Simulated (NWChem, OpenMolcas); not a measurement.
**Predicting a hybrid from its neighbours: C2H2F4**

The species is C2H2F4 (8 atoms), meant as a singlet with charge 0. As SMILES, `FCC(F)(F)F`. Geometry: relaxed at PBE0-D4/def2-TZVP.

The dipole moment y, in D, basis cc-pVDZ; a is the functional's share of exact exchange. Programs: NWChem 7.3.0, OpenMolcas 26.06.

```
functional     program     a  y (D)
    revPBE      NWChem     0   1.62
    r2SCAN  OpenMolcas     0   1.80
     B3LYP      NWChem   0.2   1.82
      PBE0      NWChem  0.25      ?
     BHLYP      NWChem   0.5   2.03
```

Problem. Fit y = c + s·a to the known rows and predict PBE0.

Solution. 
1. Means of the 4 rows: a = 0.1750, y = 1.817.
2. Σ(Δa)² = 0.1675, Σ(Δa·Δy) = 0.10675, so the slope is 0.10675/0.1675 = 0.63731.
3. Intercept: 1.817 − (0.63731) × 0.1750 = 1.705. The largest residual of the fit is 0.095.
4. PBE0: 1.705 + (0.63731) × 0.25 = 1.86 D.

The run gave 1.86 D, so the prediction is off by 0.00 D: they agree to the digits shown. More exact exchange makes the molecule more polar here. The rows mix families of semi-local functionals, which the line can't see.
